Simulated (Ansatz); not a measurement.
Compare A (`C#CSCC`) with its isomer B (`CC1C=CS1`).

Program: Ansatz. Geometries: PBE0-D4/def2-TZVP. ΔE: electronic, gas phase. CBS: MP2 limit from def2 TZ/QZ plus the TZ coupled-cluster correction, frozen cores. Functionals use def2-TZVPP. Each species was taken in one conformer, which may not be the lowest.

**Question.** Which isomer does CCSD(T)/CBS put lower? Give the gap. (Best estimate.)

**Answer.** Ansatz gave: B, by 15.2 kcal/mol.

**Question.** Give E(B) − E(A) in kcal/mol with PBE-D4, ωB97M-V, CCSD/def2-TZVPP, CCSD(T)/def2-TZVPP, PBE0-D4, MP2/def2-TZVPP, B2PLYP. (Estimate.)

**Answer.** Ansatz gave: PBE-D4 -17.8, ωB97M-V -15.8, CCSD/def2-TZVPP -14.5, CCSD(T)/def2-TZVPP -15.1, PBE0-D4 -19.0, MP2/def2-TZVPP -14.6, B2PLYP -12.8. None reverses the order clearly.

Largest T1 diagnostic: 0.012.

The D4 term adds −0.8 kcal/mol with B3LYP and −0.3 kcal/mol with PBE0; it sums over pairs of atoms, weighted by their polarisabilities, and B3LYP, whose exchange is more repulsive, gets the larger term. From PBE to PBE0 (25 % exact exchange), in def2-TZVPP and without D4, E(B) − E(A) moves by −1.3 kcal/mol.

B3LYP here is the variant with VWN-RPA as its local correlation; programs differ in this.
